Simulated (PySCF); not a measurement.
# CH2N2: the cost of one run

Computed with PySCF 2.14.0, with density-fitted response routines of our own, on a single molecule in the gas phase. Atoms count from 0, in the outputs and in this text.

### 1 Starting geometry

5 atoms, charge 0, multiplicity 1; geometry from: GFN2-xTB. The atoms were then displaced at random by about 0.01 Å, so the start is not that level's minimum.

Bonds of the start (Å): N0–C1 1.17, C1–N2 1.33, N2–H3 0.99, N2–H4 1.00.

### 2 Geometry optimisation at PBE0-D3(BJ)/def2-SVP

The job: settings as JSON, then the geometry in Å.

```
{"job": {"xc": "PBE0", "basis": "def2-SVP", "d3": "d3bj", "grid": 1, "shake": 0.01, "kind": "geom"}, "charge": 0, "multiplicity": 1}
N      1.916580    -0.030540    -0.036300
C      0.746140    -0.006200     0.018300
N     -0.580320     0.001400     0.156150
H     -1.003610     0.857760    -0.092800
H     -1.045230    -0.856390    -0.083260
```

On the command line:

```sh
> OMP_NUM_THREADS=1 python probes_run.py task.json out
```

This one command runs all jobs of the session in turn.

Q: Estimate the wall time and peak memory of this first job on 1 thread of Intel Xeon Platinum 8488C, shared host.

About 4 s, with a peak of 0.28 GiB.
